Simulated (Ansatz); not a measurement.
# AlH4NO: one molecule under many settings

Aim: run AlH4NO under a spread of inputs, and see what each costs and gives.

The runs use Ansatz 0.2.0, Gaussian basis; the settings change from run to run.

**1. The relaxed structure**

The geometry comes from an earlier relaxation with PBE0-D4 in a triple-zeta def2 set; it is a stationary point, not always the lowest conformer.

SMILES `[NH2][AlH][OH]`, 7 atoms, charge 0, spin multiplicity 1.

Atoms are counted from 1 here; the program's logs count them from 0.

Bond lengths: N1–Al2 1.760 Å, N1–H4 1.007 Å, N1–H5 1.006 Å, Al2–O3 1.698 Å, Al2–H6 1.579 Å, O3–H7 0.955 Å. Angles: Al2–N1–H4 125.1°, Al2–N1–H5 124.3°, H4–N1–H5 110.6°, N1–Al2–O3 116.8°, N1–Al2–H6 120.8°, O3–Al2–H6 122.4°, Al2–O3–H7 123.2°.

**2. wB97X/pcseg-2**

This run has atoms shaken by 0.03 Å, density fitting with def2-universal-jkfit, finite nuclei, the search for lower states set to off.

The input, in.yaml:

```yaml
crystal:
  periodic: [false, false, false]
  atoms:
    - {symbol: N, position_ang: [-1.117321, 0.352894, -0.606257]}
    - {symbol: Al, position_ang: [0.295716, 0.193810, 0.369043]}
    - {symbol: O, position_ang: [1.286307, -1.224461, -0.047035]}
    - {symbol: H, position_ang: [-1.490159, -0.292341, -1.291997]}
    - {symbol: H, position_ang: [-1.815431, 1.085824, -0.406926]}
    - {symbol: H, position_ang: [0.760911, 1.172223, 1.516068]}
    - {symbol: H, position_ang: [2.166809, -1.331104, 0.415882]}
basis:
  gaussian: {orbitals: pcseg-2, fitting: {mean_field: def2-universal-jkfit}, nuclear_model: gaussian}
hamiltonian: {xc: {name: wB97X}}
scf: {lower_state_search: off}
output: {forces: true}
```

Run with:

```sh
ansatz run in.yaml --threads 2 --pin off --events-out ev --progress --plain --max-ram 32768MiB --backend cpu
```

Output, shortened:

```text
Functional definition: wB97X
  name "wB97X"
  cite "Chai & Head-Gordon, J. Chem. Phys. 128, 084106 (2008) doi:10.1063/1.2834918"
  cite "Becke, J. Chem. Phys. 107, 8554 (1997) doi:10.1063/1.475007"
[...]
  # The coefficients of nought are those of the uniform gas.
[...]
      + exact_x_lr(omega)
[...]
      + integral(e_c_pw_opposite_spin*poly(b97_u_opposite, 1, cos1, cos2, cos3, cos4))
[...]
354 factors; integrals over basis functions are off by at most 1.3e0 eV
354 factors; integrals over basis functions are off by at most 2.2e-6 eV
[...]
mean field -10202.39883071 eV, -374.9312415944 hartree, gradient 5.2e-6 eV, S^2 0.000000; 0 other end points of the search recorded, 0 dependent functions left out
[...]
reference -10202.39879258 eV, -374.9312401931 hartree; 16, 16 occupied and 134, 134 virtual orbitals, 354 factors
Total energy: -10202.39879258 eV, -374.9312401931 hartree
Atom 0 at    -1.117321     0.352894    -0.606257 Å, force    -1.771302     0.898770    -0.205867 eV/Å
Atom 1 at     0.295716     0.193810     0.369043 Å, force     1.813003    -1.646981    -0.050498 eV/Å
Atom 2 at     1.286307    -1.224461    -0.047035 Å, force     1.115369     1.112313     1.475284 eV/Å
Atom 3 at    -1.490159    -0.292341    -1.291997 Å, force     0.250337     0.216849     0.240367 eV/Å
Atom 4 at    -1.815431     1.085824    -0.406926 Å, force     0.669028    -0.772055    -0.336430 eV/Å
Atom 5 at     0.760911     1.172223     1.516068 Å, force    -0.141403     0.005884    -0.101968 eV/Å
Atom 6 at     2.166809    -1.331104     0.415882 Å, force    -1.935033     0.185220    -1.020888 eV/Å
Dipole moment:    -0.127958     0.215142     0.128124 e Å
Checks for a lower state left out: stability, starts, cluster_reference, orbital_swaps, neighbouring_geometries, increment
```

Run time: 2.4 s. Hardware: 2 threads, shared host.

Largest force 2.450 eV/Å, dipole 1.35 D.

**3. wB97M-V/cc-pVDZ**

Options: finite nuclei, the search for lower states set to off.

The input, in.yaml:

```yaml
crystal:
  periodic: [false, false, false]
  atoms:
    - {symbol: N, position_ang: [-1.150270, 0.345954, -0.568743]}
    - {symbol: Al, position_ang: [0.330576, 0.149113, 0.362572]}
    - {symbol: O, position_ang: [1.304554, -1.187509, -0.020806]}
    - {symbol: H, position_ang: [-1.457678, -0.270110, -1.303289]}
    - {symbol: H, position_ang: [-1.808466, 1.095637, -0.436936]}
    - {symbol: H, position_ang: [0.716757, 1.179657, 1.495358]}
    - {symbol: H, position_ang: [2.125727, -1.380742, 0.426044]}
basis:
  gaussian: {orbitals: cc-pVDZ, nuclear_model: gaussian}
hamiltonian: {xc: {name: wB97M-V}}
scf: {lower_state_search: off}
output: {forces: true}
```

Same command.

Output, shortened:

```text
Functional definition: wB97M-V
  name "wB97M-V"
  cite "Mardirossian & Head-Gordon, J. Chem. Phys. 144, 214110 (2016) doi:10.1063/1.4952647"
  cite "Becke, J. Chem. Phys. 107, 8554 (1997) doi:10.1063/1.475007"
  cite "Vydrov & Van Voorhis, J. Chem. Phys. 133, 244103 (2010) doi:10.1063/1.3521275"
  # Of w^i u^j: cxij and so on, Table III.
[...]
  gx(w, u) = 1 - cx + cx01*u + cx10*w
  gss(w, u) = css00 + css04*u^4 + css10*w + css20*w^2 + css43*w^4*u^3
  gos(w, u) = cos00 + cos10*w + (cos20 + cos21*u)*w^2 + (cos60 + cos61*u)*w^6
[...]
      + integral(e_c_pw_mod_opposite_spin*gos(b97_w_opposite, b97_u_opposite)) + vv10(b, c)
[...]
616 factors; integrals over basis functions are off by at most 1.4e-3 eV
201 factors; integrals over basis functions are off by at most 8.6e-6 eV
[...]
reference -10199.49795906 eV, -374.8246365276 hartree; 16, 16 occupied and 50, 50 virtual orbitals, 616 factors
Total energy: -10199.49795906 eV, -374.8246365276 hartree
Atom 0 at    -1.150270     0.345954    -0.568743 Å, force     0.005659    -0.014730    -0.007042 eV/Å
Atom 1 at     0.330576     0.149113     0.362572 Å, force    -0.102706     0.685150     0.484680 eV/Å
Atom 2 at     1.304554    -1.187509    -0.020806 Å, force     0.214787    -0.641661    -0.369059 eV/Å
Atom 3 at    -1.457678    -0.270110    -1.303289 Å, force    -0.146655    -0.206283    -0.278043 eV/Å
Atom 4 at    -1.808466     1.095637    -0.436936 Å, force    -0.267813     0.263157     0.019284 eV/Å
Atom 5 at     0.716757     1.179657     1.495358 Å, force    -0.009504     0.003815    -0.002095 eV/Å
Atom 6 at     2.125727    -1.380742     0.426044 Å, force     0.306233    -0.089449     0.152275 eV/Å
Dipole moment:    -0.042760     0.070733     0.027576 e Å
Checks for a lower state left out: stability, starts, cluster_reference, orbital_swaps, neighbouring_geometries, increment
```

Wall time 2.4 s (2 threads, shared host).

Largest force 0.846 eV/Å, dipole 0.42 D.

**4. CAM-B3LYP/def2-mTZVPP**

Set apart from the defaults: density fitting with def2-universal-jkfit, D4 dispersion.

in.yaml: that of step 3 with these lines changed.

```diff
@@ -11,5 +11,3 @@
 basis:
-  gaussian: {orbitals: cc-pVDZ, nuclear_model: gaussian}
-hamiltonian: {xc: {name: wB97M-V}}
-scf: {lower_state_search: off}
-output: {forces: true}
+  gaussian: {orbitals: def2-mTZVPP, fitting: {mean_field: def2-universal-jkfit}}
+hamiltonian: {xc: {name: CAM-B3LYP}, dispersion: d4}
```

The command is unchanged.

Output, shortened:

```text
Functional definition: CAM-B3LYP
  name "CAM-B3LYP"
  cite "Yanai, Tew & Handy, Chem. Phys. Lett. 393, 51 (2004) doi:10.1016/j.cplett.2004.06.011"
  cite "Iikura, Tsuneda, Yanai & Hirao, J. Chem. Phys. 115, 3540 (2001) doi:10.1063/1.1383587"
  cite "Becke, Phys. Rev. A 38, 3098 (1988) doi:10.1103/PhysRevA.38.3098"
  cite "Lee, Yang & Parr, Phys. Rev. B 37, 785 (1988) doi:10.1103/PhysRevB.37.785"
  cite "Vosko, Wilk & Nusair, Can. J. Phys. 58, 1200 (1980) doi:10.1139/p80-159"
[...]
  # Exact exchange under (alpha + beta erf(omega r))/r, Becke's under what is left of 1/r.
[...]
354 factors; integrals over basis functions are off by at most 8.8e-1 eV
354 factors; integrals over basis functions are off by at most 4.7e-5 eV
[...]
mean field -10202.00334195 eV, -374.9167076503 hartree, gradient 7.7e-5 eV, S^2 0.000000; 0 other end points of the search recorded, 0 dependent functions left out
reference -10202.00345124 eV, -374.9167116666 hartree; 16, 16 occupied and 74, 74 virtual orbitals, 354 factors
Total energy: -10202.07815286 eV, -374.9194569007 hartree
```

Run time: 1.2 s. Hardware: 2 threads, shared host.

**5. wB97X/def2-SVP**

in.yaml: that of step 4 with these lines changed.

```diff
@@ -11,3 +11,3 @@
 basis:
-  gaussian: {orbitals: def2-mTZVPP, fitting: {mean_field: def2-universal-jkfit}}
-hamiltonian: {xc: {name: CAM-B3LYP}, dispersion: d4}
+  gaussian: {orbitals: def2-SVP}
+hamiltonian: {xc: {name: wB97X}}
```

Launched as before.

Output, shortened:

```text
Functional definition: wB97X
  name "wB97X"
  cite "Chai & Head-Gordon, J. Chem. Phys. 128, 084106 (2008) doi:10.1063/1.2834918"
  cite "Becke, J. Chem. Phys. 107, 8554 (1997) doi:10.1063/1.475007"
[...]
  # The coefficients of nought are those of the uniform gas.
[...]
      + exact_x_lr(omega)
[...]
      + integral(e_c_pw_opposite_spin*poly(b97_u_opposite, 1, cos1, cos2, cos3, cos4))
754 factors; their error is unknown
198 factors; integrals over basis functions are off by at most 9.1e-6 eV
[...]
mean field -10195.42898587 eV, -374.6751045209 hartree, gradient 5.0e-5 eV, S^2 0.000000; 0 other end points of the search recorded, 0 dependent functions left out
reference -10195.42895562 eV, -374.6751034092 hartree; 16, 16 occupied and 50, 50 virtual orbitals, 754 factors
Total energy: -10195.42895562 eV, -374.6751034092 hartree
```

Wall time 2.1 s (2 threads, shared host).

**6. wB97/aug-pcseg-2**

This run has coordinates scaled by 1.25, relativity set to none, high accuracy, the search for lower states set to full.

The input, in.yaml:

```yaml
crystal:
  periodic: [false, false, false]
  atoms:
    - {symbol: N, position_ang: [-1.437838, 0.432443, -0.710929]}
    - {symbol: Al, position_ang: [0.413220, 0.186391, 0.453215]}
    - {symbol: O, position_ang: [1.630692, -1.484387, -0.026007]}
    - {symbol: H, position_ang: [-1.822098, -0.337637, -1.629112]}
    - {symbol: H, position_ang: [-2.260582, 1.369546, -0.546170]}
    - {symbol: H, position_ang: [0.895946, 1.474572, 1.869198]}
    - {symbol: H, position_ang: [2.657159, -1.725928, 0.532555]}
basis:
  gaussian: {orbitals: aug-pcseg-2}
hamiltonian: {xc: {name: wB97}, pseudopotentials: {relativity: none}}
accuracy: high
scf: {lower_state_search: full}
```

Launched as before.

Output, shortened:

```text
Functional definition: wB97
  name "wB97"
  cite "Chai & Head-Gordon, J. Chem. Phys. 128, 084106 (2008) doi:10.1063/1.2834918"
  cite "Becke, J. Chem. Phys. 107, 8554 (1997) doi:10.1063/1.475007"
[...]
  # The coefficients of nought are those of the uniform gas.
[...]
      + integral(e_c_pw_opposite_spin*poly(b97_u_opposite, 1, cos1, cos2, cos3, cos4))
3743 factors; integrals over basis functions are off by at most 3.2e-9 eV
1094 factors; integrals over basis functions are off by at most 2.0e-9 eV
[...]
mean field -10196.49156494 eV, -374.7141535813 hartree, gradient 4.9e-8 eV, S^2 0.000000; 0 other end points of the search recorded, 0 dependent functions left out
reference -10196.49156295 eV, -374.7141535083 hartree; 16, 16 occupied and 218, 218 virtual orbitals, 3743 factors
Total energy: -10196.49156295 eV, -374.7141535083 hartree
```

Run time: 36 s. Hardware: 2 threads, shared host; peak memory 1.9 GiB.

**7. PBE/def2-SVP**

Options: unrestricted orbitals.

The input, in.yaml:

```yaml
crystal:
  periodic: [false, false, false]
  atoms:
    - {symbol: N, position_ang: [-1.150270, 0.345954, -0.568743]}
    - {symbol: Al, position_ang: [0.330576, 0.149113, 0.362572]}
    - {symbol: O, position_ang: [1.304554, -1.187509, -0.020806]}
    - {symbol: H, position_ang: [-1.457678, -0.270110, -1.303289]}
    - {symbol: H, position_ang: [-1.808466, 1.095637, -0.436936]}
    - {symbol: H, position_ang: [0.716757, 1.179657, 1.495358]}
    - {symbol: H, position_ang: [2.125727, -1.380742, 0.426044]}
basis:
  gaussian: {orbitals: def2-SVP}
magnetization: {spin_polarized: true, initial_magnetization: 0}
hamiltonian: {xc: {name: PBE}}
output: {forces: true}
```

The command is unchanged.

Output, shortened:

```text
Functional definition: PBE
  name "PBE"
  cite "Perdew, Burke & Ernzerhof, Phys. Rev. Lett. 77, 3865 (1996) doi:10.1103/PhysRevLett.77.3865"
  parent pbe
[...]
740 factors; their error is unknown
[...]
mean field -10188.51651256 eV, -374.4210758122 hartree, gradient 4.7e-5 eV, S^2 0.000000; 0 other end points of the search recorded, 0 dependent functions left out
[...]
reference -10188.51654878 eV, -374.4210771431 hartree; 16, 16 occupied and 50, 50 virtual orbitals, 740 factors
Total energy: -10188.51654878 eV, -374.4210771431 hartree
Atom 0 at    -1.150270     0.345954    -0.568743 Å, force     0.292123    -0.029849     0.191860 eV/Å
Atom 1 at     0.330576     0.149113     0.362572 Å, force    -0.021547     0.341646     0.261946 eV/Å
Atom 2 at     1.304554    -1.187509    -0.020806 Å, force    -0.224841    -0.382949    -0.480381 eV/Å
Atom 3 at    -1.457678    -0.270110    -1.303289 Å, force    -0.228254    -0.418679    -0.513270 eV/Å
Atom 4 at    -1.808466     1.095637    -0.436936 Å, force    -0.472384     0.512533     0.073740 eV/Å
Atom 5 at     0.716757     1.179657     1.495358 Å, force     0.021771     0.157850     0.147593 eV/Å
Atom 6 at     2.125727    -1.380742     0.426044 Å, force     0.633132    -0.180551     0.318512 eV/Å
Dipole moment:    -0.052488     0.041675    -0.003609 e Å
```

It took 1.5 s on 2 threads, shared host.

Largest force 0.731 eV/Å, dipole 0.32 D, ⟨S²⟩ 0.000.

**8. CAM-B3LYP/def2-mTZVPP**

Options: charge +1, multiplicity 2, density fitting with cc-pVTZ-jkfit, a grid of angular degree 47.

in.yaml: that of step 7 with these lines changed.

```diff
@@ -11,5 +11,6 @@
 basis:
-  gaussian: {orbitals: def2-SVP}
-magnetization: {spin_polarized: true, initial_magnetization: 0}
-hamiltonian: {xc: {name: PBE}}
+  gaussian: {orbitals: def2-mTZVPP, fitting: {mean_field: cc-pVTZ-jkfit}, final_grid: {core_spheres: 20, valence_spheres: 16, degree: 47}}
+total_charge: 1
+magnetization: {spin_polarized: true, initial_magnetization: 1}
+hamiltonian: {xc: {name: CAM-B3LYP}}
 output: {forces: true}
```

The command is unchanged.

Output, shortened:

```text
Functional definition: CAM-B3LYP
  name "CAM-B3LYP"
  cite "Yanai, Tew & Handy, Chem. Phys. Lett. 393, 51 (2004) doi:10.1016/j.cplett.2004.06.011"
  cite "Iikura, Tsuneda, Yanai & Hirao, J. Chem. Phys. 115, 3540 (2001) doi:10.1063/1.1383587"
  cite "Becke, Phys. Rev. A 38, 3098 (1988) doi:10.1103/PhysRevA.38.3098"
  cite "Lee, Yang & Parr, Phys. Rev. B 37, 785 (1988) doi:10.1103/PhysRevB.37.785"
  cite "Vosko, Wilk & Nusair, Can. J. Phys. 58, 1200 (1980) doi:10.1139/p80-159"
[...]
  # Exact exchange under (alpha + beta erf(omega r))/r, Becke's under what is left of 1/r.
[...]
399 factors; integrals over basis functions are off by at most 2.0e-1 eV
399 factors; integrals over basis functions are off by at most 3.0e-5 eV
[...]
mean field -10192.04208939 eV, -374.5506383708 hartree, gradient 1.6e-5 eV, S^2 0.755931; 4 other end points of the search recorded, 0 dependent functions left out
[...]
reference -10192.04219540 eV, -374.5506422667 hartree; 16, 15 occupied and 74, 75 virtual orbitals, 399 factors
Total energy: -10192.04219540 eV, -374.5506422667 hartree
Atom 0 at    -1.150270     0.345954    -0.568743 Å, force    -1.770970    -0.058681    -1.354626 eV/Å
Atom 1 at     0.330576     0.149113     0.362572 Å, force     4.091541    -0.412769     2.676338 eV/Å
Atom 2 at     1.304554    -1.187509    -0.020806 Å, force    -1.341620     0.668497    -0.437495 eV/Å
Atom 3 at    -1.457678    -0.270110    -1.303289 Å, force    -0.343930    -0.554594    -0.711359 eV/Å
Atom 4 at    -1.808466     1.095637    -0.436936 Å, force    -0.628955     0.680091     0.095692 eV/Å
Atom 5 at     0.716757     1.179657     1.495358 Å, force    -0.445139    -0.118565    -0.424351 eV/Å
Atom 6 at     2.125727    -1.380742     0.426044 Å, force     0.439073    -0.203980     0.155802 eV/Å
Dipole moment:    -0.862318     0.436913    -0.275592 e Å
```

Run time: 6.5 s. Hardware: 2 threads, shared host.

Largest force 4.907 eV/Å, ⟨S²⟩ 0.756.

**9. wB97/aug-cc-pVTZ**

This run has multiplicity 3, atoms shaken by 0.03 Å.

The input, in.yaml:

```yaml
crystal:
  periodic: [false, false, false]
  atoms:
    - {symbol: N, position_ang: [-1.194022, 0.358116, -0.561130]}
    - {symbol: Al, position_ang: [0.332971, 0.154408, 0.382573]}
    - {symbol: O, position_ang: [1.317915, -1.236806, -0.029343]}
    - {symbol: H, position_ang: [-1.412104, -0.221233, -1.338275]}
    - {symbol: H, position_ang: [-1.871545, 1.098623, -0.482823]}
    - {symbol: H, position_ang: [0.707466, 1.186035, 1.508873]}
    - {symbol: H, position_ang: [2.108010, -1.398753, 0.440959]}
basis:
  gaussian: {orbitals: aug-cc-pVTZ}
magnetization: {spin_polarized: true, initial_magnetization: 2}
hamiltonian: {xc: {name: wB97}}
output: {forces: true}
```

The command is unchanged.

Output, shortened:

```text
Functional definition: wB97
  name "wB97"
  cite "Chai & Head-Gordon, J. Chem. Phys. 128, 084106 (2008) doi:10.1063/1.2834918"
  cite "Becke, J. Chem. Phys. 107, 8554 (1997) doi:10.1063/1.475007"
[...]
  # The coefficients of nought are those of the uniform gas.
[...]
      + integral(e_c_pw_opposite_spin*poly(b97_u_opposite, 1, cos1, cos2, cos3, cos4))
1032 factors; their error is unknown
504 factors; integrals over basis functions are off by at most 3.2e-5 eV
[...]
mean field -10196.48438848 eV, -374.7138898512 hartree, gradient 6.2e-6 eV, S^2 2.004507; 4 other end points of the search recorded, 0 dependent functions left out
[...]
reference -10196.48439228 eV, -374.7138899909 hartree; 17, 15 occupied and 217, 219 virtual orbitals, 1032 factors
Total energy: -10196.48439228 eV, -374.7138899909 hartree
Atom 0 at    -1.194022     0.358116    -0.561130 Å, force    -1.439692    -0.183881    -0.027956 eV/Å
Atom 1 at     0.332971     0.154408     0.382573 Å, force     4.152858     0.031388     0.261958 eV/Å
Atom 2 at     1.317915    -1.236806    -0.029343 Å, force    -2.216623     0.781972    -0.172275 eV/Å
Atom 3 at    -1.412104    -0.221233    -1.338275 Å, force    -0.422461    -1.063402    -1.475522 eV/Å
Atom 4 at    -1.871545     1.098623    -0.482823 Å, force    -0.974537     1.089497     0.172618 eV/Å
Atom 5 at     0.707466     1.186035     1.508873 Å, force    -0.335883    -0.300659     0.524487 eV/Å
Atom 6 at     2.108010    -1.398753     0.440959 Å, force     1.236338    -0.354915     0.716689 eV/Å
Dipole moment:    -0.374459    -0.231982     0.452319 e Å
```

Run time: 48 s. Hardware: 2 threads, shared host; peak memory 0.91 GiB.

Largest force 4.161 eV/Å, dipole 3.03 D, ⟨S²⟩ 2.005.

**10. B2PLYP/6-31++G****

Options: atoms shaken by 0.08 Å, finite nuclei, high accuracy, the search for lower states set to off.

The input, in.yaml:

```yaml
crystal:
  periodic: [false, false, false]
  atoms:
    - {symbol: N, position_ang: [-1.170402, 0.257736, -0.549325]}
    - {symbol: Al, position_ang: [0.357219, 0.140747, 0.517941]}
    - {symbol: O, position_ang: [1.229985, -1.164704, -0.011602]}
    - {symbol: H, position_ang: [-1.359377, -0.261734, -1.381720]}
    - {symbol: H, position_ang: [-1.779465, 1.090079, -0.357398]}
    - {symbol: H, position_ang: [0.687420, 1.249363, 1.552776]}
    - {symbol: H, position_ang: [2.064326, -1.457799, 0.374439]}
basis:
  gaussian: {orbitals: "6-31++G**", nuclear_model: gaussian}
hamiltonian: {xc: {name: B2PLYP}}
accuracy: high
scf: {lower_state_search: off}
```

The command is unchanged.

Output, shortened:

```text
Functional definition: B2PLYP
  name "B2PLYP"
  cite "Grimme, J. Chem. Phys. 124, 034108 (2006) doi:10.1063/1.2148954"
  cite "Becke, Phys. Rev. A 38, 3098 (1988) doi:10.1103/PhysRevA.38.3098"
  cite "Lee, Yang & Parr, Phys. Rev. B 37, 785 (1988) doi:10.1103/PhysRevB.37.785"
[...]
1738 factors; integrals over basis functions are off by at most 3.6e-9 eV
[...]
mean field -10190.66449737 eV, -374.5000127979 hartree, gradient 9.6e-8 eV, S^2 0.000000; 0 other end points of the search recorded, 0 dependent functions left out
7 core orbitals not correlated: weight in the atoms' cores, before any rotation towards them, 1.000 or more for the frozen orbitals, at most 0.000 for the correlated occupied ones
reference -10190.66452416 eV, -374.5000137824 hartree; 9, 9 occupied and 69, 69 virtual orbitals, 1738 factors
second order -14.49718034 eV of doubles, -0.00000000 eV of singles
Total energy: -10194.57876285 eV, -374.6438594011 hartree
Checks for a lower state left out: stability, starts, cluster_reference, orbital_swaps, neighbouring_geometries, increment
```

It took 3.1 s on 2 threads, shared host.

**11. All runs side by side**

```csv
level,charge,multiplicity,geometry,functions,energy (eV),time
wB97X/pcseg-2,0,1,shaken,150,-10202.399,2.4 s
wB97M-V/cc-pVDZ,0,1,relaxed,66,-10199.498,2.4 s
CAM-B3LYP/def2-mTZVPP,0,1,relaxed,90,-10202.078,1.2 s
wB97X/def2-SVP,0,1,relaxed,66,-10195.429,2.1 s
wB97/aug-pcseg-2,0,1,scaled,234,-10196.492,36 s
PBE/def2-SVP,0,1,relaxed,66,-10188.517,1.5 s
CAM-B3LYP/def2-mTZVPP,1,2,relaxed,90,-10192.042,6.5 s
wB97/aug-cc-pVTZ,0,3,shaken,234,-10196.484,48 s
B2PLYP/6-31++G**,0,1,shaken,85,-10194.579,3.1 s
```

**12. What came out**

```
                                         quantity                         value
                                             runs                             9
                                         quickest  CAM-B3LYP/def2-mTZVPP, 1.2 s
                                          slowest        wB97/aug-cc-pVTZ, 48 s
spread of total energies, same state and geometry                       13.6 eV
                  dipole, same state and geometry                0.32 to 0.42 D
```

**Reading.** wB97/aug-cc-pVTZ took 41 times as long as CAM-B3LYP/def2-mTZVPP. The jobs differ in tasks and options as well as level. The totals spread over 14 eV; they can't be compared across methods or bases. At the PBE0-D4/def2-TZVP geometry and in the same state, runs without warnings or point charges leave forces up to 0.85 eV/Å (wB97M-V/cc-pVDZ), against 2.4 eV/Å where the atoms were moved.
